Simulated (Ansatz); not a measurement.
Geometry optimisation, UKS PBE-D4/STO-3G in Ansatz 0.2.0.

The input (input.yaml):

```yaml
crystal:
  periodic: [false, false, false]
  atoms:
    - { symbol: H, position_ang: [-0.6191, -0.2502, -0.0544] }
    - { symbol: "N", position_ang: [-0.3918, 0.8948, -0.7101] }
    - { symbol: Si, position_ang: [1.0757, 1.6747, -0.3167] }
    - { symbol: Si, position_ang: [-0.9355, -1.9241, 0.7226] }
    - { symbol: H, position_ang: [-0.558, 0.6533, -1.6763] }
    - { symbol: H, position_ang: [2.3016, 0.8723, -0.4772] }
    - { symbol: H, position_ang: [1.1894, 2.8448, -1.1927] }
    - { symbol: H, position_ang: [0.9431, 2.0475, 1.0913] }
    - { symbol: H, position_ang: [-1.1576, -2.8125, -0.4122] }
    - { symbol: H, position_ang: [-2.1176, -1.7562, 1.5551] }
    - { symbol: H, position_ang: [0.2698, -2.2444, 1.4705] }
magnetization:
  spin_polarized: true
  initial_magnetization: 1
basis:
  gaussian: { orbitals: STO-3G }
hamiltonian:
  xc: pbe
  dispersion: d4
relax:
  f_tol: 0.15
  max_steps: 25
  restrain:
    - { distance: [0, 3], at: 1.42, k: 30.0 }
    - { distance: [1, 0], at: 2.32, k: 30.0 }
```

Run as:

```bash
$ ansatz run input.yaml --threads 1 --pin off --max-ram 2048MiB --backend cpu --events-out ev --progress --plain --runs-dir out
```

Question: Where does it end, and by what steps?

Answer: The forces met the threshold. The restraints hold the end off the free minimum. Limits of this set-up: minimal basis. After 7 steps the energy has fallen by 0.621 eV (the restraints' own energy left out); H1 moved furthest, 0.56 Å. Joined: H1–Si4.

| step | energy less start (eV) | largest force component (eV/Å) | accepted |
| --- | --- | --- | --- |
| 0 | 0.0000 | 3.348 | yes |
| 1 | -0.0844 | 3.117 | yes |
| 2 | -0.1085 | 3.302 | yes |
| 3 | -0.2183 | 2.242 | yes |
| 4 | -0.5109 | 1.014 | yes |
| 5 | -0.5711 | 0.755 | yes |
| 6 | -0.6131 | 0.559 | yes |
| 7 | -0.6212 | 0.569 | yes |

```xyz
11
Properties=species:S:1:pos:R:3
H -0.875 -0.653 0.244
N -0.606 1.343 -0.901
Si 1.098 1.837 -0.361
Si -0.962 -1.994 0.755
H -0.365 0.832 -1.847
H 2.061 0.741 -0.458
H 1.558 2.926 -1.219
H 1.062 2.312 1.012
H -1.107 -2.916 -0.357
H -2.111 -2.107 1.637
H 0.248 -2.320 1.494
```

The run took 21 s on 1 thread of Arm Neoverse V1, on a shared host, peak memory 0.12 GiB.
